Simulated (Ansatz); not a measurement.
# One shape, several levels: PF3 (phosphorus trifluoride)

Aim: a comparison of 6 runs (HF/STO-3G, UHF/STO-3G, UB3LYP/STO-3G, wB97X/STO-3G, UMP2/STO-3G, UCCSD(T)/STO-3G) of PF3 (phosphorus trifluoride). 

The results are computed with Ansatz 0.2.0.

50 further runs of the same task are left out: 10 that didn't finish, 40 set aside as unsound or not needed.

**1. Starting point**

The species is PF3 (4 atoms), meant as a singlet with charge 0. As SMILES, `FP(F)F`. The F3–P2 distance was set to 3.929 Å, away from the relaxed value. At this shape a bond of the SMILES string is far longer than usual.

Bond lengths: F1–P2 1.572 Å, P2–F4 1.572 Å. Angles: F1–P2–F4 97.6°.

**2. A single-point energy at HF/STO-3G (run 1)**

run.yaml reads:

```yaml
crystal:
  periodic: [false, false, false]
  atoms:
    - {symbol: F, position_ang: [1.981004, 0.853455, 2.268304]}
    - {symbol: P, position_ang: [0.849104, 1.831255, 1.786104]}
    - {symbol: F, position_ang: [-1.061900, -0.696500, -0.536900]}
    - {symbol: F, position_ang: [1.671604, 2.561855, 0.663804]}
basis:
  gaussian:
    orbitals: STO-3G
hamiltonian:
  xc: hf
accuracy: high
```

Launch:

```console
ansatz run run.yaml --threads 1 --pin off --max-ram 2610MiB --events-out events.jsonl --progress --plain --runs-dir runs
```

Standard output:

```text
Warning: RAYON_NUM_THREADS=1 ignored (pool sized by the plan → 1); use --threads N
Functional definition: HF
  name "HF"
  exchange = exact_x
  correlation = 0
409 factors; integrals over basis functions are off by at most 2.4e-8 eV
mean field evaluation 1: about -17153.5165 eV, gradient 2.5e1 eV
mean field evaluation 2: about -17153.5773 eV, gradient 2.5e1 eV
mean field evaluation 4: about -17155.8604 eV, gradient 1.3e1 eV
mean field evaluation 8: about -17148.7000 eV, gradient 7.6e0 eV
mean field evaluation 16: about -17161.2914 eV, gradient 9.1e-5 eV
mean field evaluation 32: about -17155.2721 eV, gradient 2.3e1 eV
mean field -17161.29142863 eV, -630.6658276611 hartree, gradient 2.9e-8 eV, S^2 0.000000; 1 other end points of the search recorded, 0 dependent functions left out
reference -17161.29142863 eV, -630.6658276611 hartree; 21, 21 occupied and 3, 3 virtual orbitals, 409 factors
Total energy: -17161.29142863 eV, -630.6658276611 hartree
```

It took 0.18 s on 1 thread of Arm Neoverse V1, shared host.

**3. A single-point energy at UHF/STO-3G (run 2)**

input.yaml reads:

```yaml
crystal:
  periodic: [false, false, false]
  atoms:
    - {symbol: F, position_ang: [1.981004, 0.853455, 2.268304]}
    - {symbol: P, position_ang: [0.849104, 1.831255, 1.786104]}
    - {symbol: F, position_ang: [-1.061900, -0.696500, -0.536900]}
    - {symbol: F, position_ang: [1.671604, 2.561855, 0.663804]}
basis:
  gaussian: {orbitals: STO-3G}
magnetization: {spin_polarized: true, initial_magnetization: 0}
hamiltonian: {xc: hf}
accuracy: high
```

Launch:

```console
ansatz run input.yaml --threads 1 --pin off --max-ram 2610MiB --events-out events.jsonl --progress --plain --runs-dir runs
```

Standard output:

```text
Warning: RAYON_NUM_THREADS=1 ignored (pool sized by the plan → 1); use --threads N
[... 4 set-up lines as earlier in the session ...]
409 factors; integrals over basis functions are off by at most 2.4e-8 eV
mean field evaluation 1: about -17153.5165 eV, gradient 1.8e1 eV
mean field evaluation 2: about -17153.5773 eV, gradient 1.8e1 eV
mean field evaluation 4: about -17155.8611 eV, gradient 9.0e0 eV
mean field evaluation 8: about -17148.6926 eV, gradient 5.4e0 eV
mean field evaluation 16: about -17168.5503 eV, gradient 5.2e0 eV
mean field evaluation 32: about -17151.1733 eV, gradient 7.1e0 eV
mean field evaluation 64: about -17168.8977 eV, gradient 3.2e-2 eV
mean field evaluation 96: about -17168.9047 eV, gradient 2.5e-8 eV
mean field evaluation 128: about -17167.3410 eV, gradient 1.3e1 eV
mean field evaluation 160: about -17160.2530 eV, gradient 6.4e0 eV
mean field evaluation 192: about -17148.6931 eV, gradient 5.4e0 eV
mean field -17168.90502970 eV, -630.9456223396 hartree, gradient 2.0e-8 eV, S^2 1.003457; 4 other end points of the search recorded, 0 dependent functions left out
reference -17168.90502970 eV, -630.9456223396 hartree; 21, 21 occupied and 3, 3 virtual orbitals, 409 factors
Total energy: -17168.90502970 eV, -630.9456223396 hartree
```

It took 1.4 s on 1 thread of Arm Neoverse V1, shared host.

Runs 3 to 5 aren't shown in full; the table further down has their settings and results.

**4. The energy at UCCSD(T)/STO-3G (run 6)**

Edit input.yaml of step 3 so:

```diff
@@ -8,5 +8,12 @@
 basis:
-  gaussian: {orbitals: STO-3G}
-magnetization: {spin_polarized: true, initial_magnetization: 0}
-hamiltonian: {xc: hf}
+  gaussian:
+    orbitals: STO-3G
+magnetization:
+  spin_polarized: true
+  initial_magnetization: 0
+correlation:
+  method: ccsd_t
+  frozen_orbitals: {F: 1, P: 5}
 accuracy: high
+scf:
+  omitted_lower_state_checks: [cluster_reference, increment]
```

Launch:

```console
ansatz run input.yaml --threads 1 --pin off --max-ram 2610MiB --events-out events.jsonl --progress --plain --runs-dir runs
```

Standard output:

```text
Warning: RAYON_NUM_THREADS=1 ignored (pool sized by the plan → 1); use --threads N
[... 17 lines left out ...]
8 core orbitals not correlated: weight in the atoms' cores, before any rotation towards them, 1.000 or more for the frozen orbitals, at most 0.000 for the correlated occupied ones
[... 101 lines left out ...]
Total energy: -17170.95769317 eV, -631.0210563307 hartree
Checks for a lower state left out: cluster_reference, increment
```

Run time: 3.3 s. Hardware: 1 thread of Arm Neoverse V1, shared host.

**5. All runs side by side**

```
run            level  frozen core orbitals  energy (Eh)  wall time
  1        HF/STO-3G                     –  -630.665828     0.18 s
  2       UHF/STO-3G                     –  -630.945622      1.4 s
  3    UB3LYP/STO-3G                     –  -632.477409       16 s
  4     wB97X/STO-3G                     –  -632.340106      9.9 s
  5      UMP2/STO-3G                     8  -631.001864      1.9 s
  6  UCCSD(T)/STO-3G                     8  -631.021056      3.3 s
```

**6. Outcome**

| quantity | value |
| --- | --- |
| run 6: total energy | -631.02106 Eh |
| run 6: correlation energy (8 core orbitals frozen) | -75.4 mEh |
| run 6: (T) correction | -4.14 mEh |
| run 6: ⟨S²⟩ of the reference determinant | 1.003 |
| run 6: T1 diagnostic | 0.016 |

Below the UHF energy at the same shape and in the same basis (STO-3G): UMP2 -56.2 mEh; UCCSD(T) -75.4 mEh. Totals of different functionals can't be ranked against each other. In runs 1, 2, 3, 4, 5, 6 the basis is minimal, so the values are rough. In runs 1, 4 a closed-shell determinant meets a far-stretched bond, which it describes badly. Spin contamination of the reference: run 2 ⟨S²⟩ = 1.00, run 5 ⟨S²⟩ = 1.00, run 6 ⟨S²⟩ = 1.00, run 3 ⟨S²⟩ = 1.00. Where it is this large, the reference is a mixture of spin states, and values that rest on it are in doubt. All runs together took 33 s, the longest 16 s.
